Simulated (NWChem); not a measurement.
**Correlation energy of tetrafluoroethylene (C$_{2}$F$_{4}$)**

```xyz
6

F      1.0955     0.0000     1.3807
C      0.0000     0.0000     0.6647
F     -1.0955     0.0000     1.3807
C      0.0000     0.0000    -0.6647
F     -1.0955     0.0000    -1.3807
F      1.0955     0.0000    -1.3807
```
Charge 0, spin multiplicity 1.

The numbers come from NWChem runs, not from measurements. All single points use one geometry, from PBE0/def2-SVP, a minimum by its harmonic frequencies.

Basis set: cc-pVDZ. Each correlation energy counts from its own Hartree-Fock reference.

The correlated methods keep 6 core orbitals frozen. Coupled-cluster values serve here as a point of comparison, not as the truth.

Q: One of these methods gave a correlation energy of -1005.5 mHa. Which?
A) CR-CCSD(T)
B) SCS-MP2
C) CCSD
D) CCSD(T)

A: C, CCSD. The others give -1029.1 (CCSD(T)), -950.7 (SCS-MP2), -1022.7 (CR-CCSD(T)).
